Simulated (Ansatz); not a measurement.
Dissociation curve of ClF, singlet.

Method: unrestricted PBE/cc-pVDZ in Ansatz (a quantum-chemistry and plane-wave program).

The batch members p0 to p7 hold the bond at 1.31, 1.37, 1.47, 1.53, 1.58, 1.62, 1.65, 1.73 Å.

Ansatz input:

Ansatz 0.2 input:
```yaml
# input.yaml
basis:
  gaussian: { orbitals: cc-pvdz }
hamiltonian:
  xc: pbe
batch:
  members: [p0.yaml, p1.yaml, p2.yaml, p3.yaml, p4.yaml, p5.yaml, p6.yaml, p7.yaml]

# p4.yaml, one of the 8 members of this batch
crystal:
  periodic: [false, false, false]
  atoms:
    - { symbol: Cl, position_ang: [0.0, 0.0, 0.0] }
    - { symbol: F, position_ang: [0.0, 0.0, 1.58] }
total_charge: 0
magnetization:
  spin_polarized: true
```

Lines of the output on each member:

```
Member 0: Total energy: -15225.86563949 eV, -559.5402417889 hartree
Member 1: Total energy: -15227.30186438 eV, -559.5930220802 hartree
Member 2: Total energy: -15228.75154894 eV, -559.6462970052 hartree
Member 3: Total energy: -15229.22922023 eV, -559.6638511010 hartree
Member 4: Total energy: -15229.47038741 eV, -559.6727138316 hartree
Member 5: Total energy: -15229.58364906 eV, -559.6768761203 hartree
Member 6: Total energy: -15229.63073400 eV, -559.6786064601 hartree
Member 7: Total energy: -15229.63332674 eV, -559.6787017413 hartree
```

The unrestricted determinant behind UKS-PBE is spin-contaminated at 2.19 to 6.49 Å (<S²> up to 1.0, against 0.00 for a pure singlet).
